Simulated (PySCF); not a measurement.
Mapped SMILES: `[OH:1][CH2:2][CH:3]1[CH2:4][CH2:5]1`. Each H is labelled by its parent atom. Ha(C4), Ha(C5) are cis to C2 on the ring; Hb(C4), Hb(C5) are trans to C2 on the ring.

Geometry: PBE0-D3(BJ)/def2-TZVP; GIAO shifts from PySCF, gas phase, non-relativistic, averaged over equivalent atoms.

At KT3/pcSseg-2 (292 basis functions, 47 s wall time on 1 thread of an Arm Neoverse V1, shared host):
```csv
atoms,δ (ppm)
O1,53.5
C2,75.5
C3,17.2
C4/C5,3.4
H(C2),3.49
H(C3),1.05
Hb(C4)/Hb(C5),0.44
H(O1),0.24
Ha(C4)/Ha(C5),0.01
```

Referencing at the same level of theory: H2O for $^{17}$O (σ = 325.30 ppm); $^{13}$C (σ = 183.24 ppm) and $^{1}$H (σ = 31.63 ppm) against TMS.

Problem. Predict the values at wB97X-D/pcSseg-2 on the same geometry.

Solution. 
```
        atoms  δ at wB97X-D/pcSseg-2  change
           O1                   41.5   -12.0
           C2                   74.1    -1.4
           C3                   17.9    +0.7
        C4/C5                    4.3    +0.9
        H(C2)                   3.32   -0.17
        H(C3)                   1.06   +0.01
Hb(C4)/Hb(C5)                   0.44   +0.00
        H(O1)                   0.39   +0.15
Ha(C4)/Ha(C5)                   0.05   +0.04
```

Referencing at the same level of theory: $^{17}$O (σref 328.24) against H2O; $^{13}$C (σref 186.29) and $^{1}$H (σref 31.63) against TMS.

The largest change is at O1 (alcohol oxygen). Cost: 292 basis functions, 40 s wall time on 1 thread of an Arm Neoverse V1, shared host. The order of the carbon signals is the same at both levels.

Experimental scales use liquid or dissolved standards, which lie at an offset from isolated H2O (liquid H2O: subtract about 36 ppm).
